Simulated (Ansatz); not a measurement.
# What a trial cell of Nb2I3 relaxes into

Theory: DFT PBE, scalar-relativistic, plane waves, PAW in Ansatz.

The start puts Nb2I3 on the A-type sesquioxide structure type (P-3m1, No. 164), with Nb in place of La, I in place of O, at a guessed volume.

Input of the last, converged step (default PAW datasets):

```yaml
crystal:
  lattice:
    - [4.8346677964, 0.0, 0.0]
    - [-2.4173338982, 4.1869451305, 0.0]
    - [0.0, 0.0, 8.1701884659]
  atoms:
    - { symbol: Nb, position: [0.3333333333, 0.6666666667, 0.074208091] }
    - { symbol: Nb, position: [0.6666666667, 0.3333333333, 0.925791909] }
    - { symbol: I, position: [0.0, 0.0, 0.0] }
    - { symbol: I, position: [0.3333333333, 0.6666666667, 0.7237638806] }
    - { symbol: I, position: [0.6666666667, 0.3333333333, 0.2762361194] }
basis:
  ecutwfc: 420
kpoints:
  mp_grid: { grid: [12, 12, 6] }
hamiltonian:
  xc: pbe
scf:
  occupations: { method: gaussian, width: 0.1 }
output:
  forces: true
  stress: true
  eigenvalues: true
relax:
  adjacent_minimum: "off"
  f_tol: 0.01
  max_steps: 80
  cell: { stress_tol: 0.05 }
```

Launched as:

```bash
ansatz run input.yaml --threads 1 --pin off --max-ram 2560MiB --backend cpu --events-out ev --progress --plain --runs-dir out
```

Time: 4.4 min on 1 thread of Arm Neoverse V2 (shared host), peak memory 0.79 GiB.

End of the output:

```
SCF converged after 8 iterations
Free energy (F): -31641.992812 eV
Harris-Foulkes:  -31641.992812 eV  (|F-HF|=1.46e-11)
Internal energy: -31641.968909 eV  (E = F + TS)
E sigma→0 (E₀):  -31641.980861 eV
Entropy (-TS):   -0.023903 eV (-4.781 meV/atom)
Fermi energy:    9.703917 eV
--- Per-component energies (eV) ---
  E_band       = -1452.466661
  E_kinetic    = 1355.821395
  E_local      = -10863.233822  (includes V_loc(G=0)·N_el)
  E_nonlocal   = -27.875205
  E_hartree    = 5178.423330
  E_xc         = -733.146379
  E_vxc        = -809.197614  (∫ρ·V_xc dr)
  E_paw        = -20596.629269  (= ΣΔE_a)
  E_vpaw       = -1464.828180  (= ΣTr[D̂ρ^β])
  E_aug_tail   = -0.000023  (compensation charges beyond the density's cutoff)
  E_ewald      = -5955.328936
  E_smearing   = -0.023903  (= −TS)
  E_closure    = 0.000000  (closes the sum)
  Σ components = -31641.992812   (vs F -31641.992812, Δ=0.00e0)
--- Forces (eV/Å), atoms counted from 1 ---
  atom   1  Nb     0.00000000     0.00000000     0.00711337
  atom   2  Nb     0.00000000     0.00000000    -0.00711337
  atom   3  I      0.00000000     0.00000000     0.00000000
  atom   4  I      0.00000000     0.00000000    -0.00273120
  atom   5  I      0.00000000     0.00000000     0.00273120
  max |Σ_I F_I| component: 4.63e-18 eV/Å
--- Stress (GPa, compression-positive) ---
        0.019717       0.000000       0.000000
        0.000000       0.019717       0.000000
        0.000000       0.000000       0.020162
  P = ⅓ Tr σ = 0.0199 GPa (0.199 kbar)
--- Relaxed structure (6 steps of the walk, 5 accepted, 1 SCFs on fresh bases) ---
  F+E_penalty+E_count = -31641.99281230 eV   max|allowed force component| = 7.113e-3 eV/Å   (the final SCF, on the basis selected at the relaxed cell)
  cell:  # Å, volume = 167.9955 Å³
    - [4.836130, 0.000000, 0.000000]
    - [-2.418065, 4.188211, 0.000000]
    - [0.000000, 0.000000, 8.294135]
  atoms:
    - { symbol: Nb, position: [0.333333, 0.666667, 0.072873] }
    - { symbol: Nb, position: [0.666667, 0.333333, 0.927127] }
    - { symbol: I, position: [0.000000, 0.000000, 0.000000] }
    - { symbol: I, position: [0.333333, 0.666667, 0.728080] }
    - { symbol: I, position: [0.666667, 0.333333, 0.271920] }
```

Total energies depend on the potentials used, so only differences within one code and one set of settings carry meaning.

The result has space group P-3m1 (No. 164). Nb is coordinated by 4 I at 2.86 Å, 3 Nb at 3.04 Å and 3 I at 3.24 Å; I on Wyckoff site a (1 atom of the primitive cell) is coordinated by 6 Nb at 2.86 Å and 6 I at 3.59 Å; I on Wyckoff site d (2 atoms of the primitive cell) is coordinated by 1 Nb at 2.86 Å, 3 Nb at 3.24 Å and 3 I at 3.59 Å.

Against the elements it lies at 0.26 eV/atom. Energies over the elements count from the elements' standard structures at the same level, with no empirical corrections.

The k mesh leaves about 4 meV/atom of noise in metals. Weakly bound directions are ill-defined at this level, which has no dispersion term. Spin–orbit coupling is left out.

Symmetry constrained the relaxation, so the result can be a saddle point.